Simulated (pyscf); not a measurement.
Structures and frequencies: ωB97X-D3(BJ)/def2-SVP in PySCF. Correlated levels are frozen-core, on RHF or UHF. ΔMP2 is the change of the MP2 total energy from the triple- to the quadruple-zeta basis.

Q: Estimate by transition-state theory the rate constant of H₂N–B(Cl)–Cl (SMILES NB(Cl)Cl) + H• (SMILES [H]) -> [H₂N–B–Cl]• (SMILES N[B]Cl) + HCl (SMILES Cl) (doublet surface; B–Cl broken, Cl–H formed) at 1200 K, with CCSD(T)/def2-TZVPP + ΔMP2(QZVPP) energies (ideal gas, 1 atm, RRHO with modes under 100 cm⁻¹ raised to 100, one conformer, R ln 2 for chiral ones without a mode under 150 cm⁻¹; no tunnelling).

A: The electronic barrier is 27.2 kcal/mol and the thermal terms add +24.6, so ΔG‡ = 51.8 kcal/mol. With k_BT/h = 2.50e+13 s⁻¹ and RT = 2.385 kcal/mol, and a volume of 1.64e-19 cm³ per molecule at 1 atm, k = 1.5e-15 cm³ molecule⁻¹ s⁻¹. Wigner's tunnelling factor for 544i cm⁻¹ would be 1.02. A shift of 1 kcal/mol in the barrier changes k by a factor 1.5. This is the saddle that the search found; another between the same sides may lie lower. The angle at the transferred Cl is 176°. The CCSD(T) − MP2 part came from Ansatz, without density fitting, on the same reference.
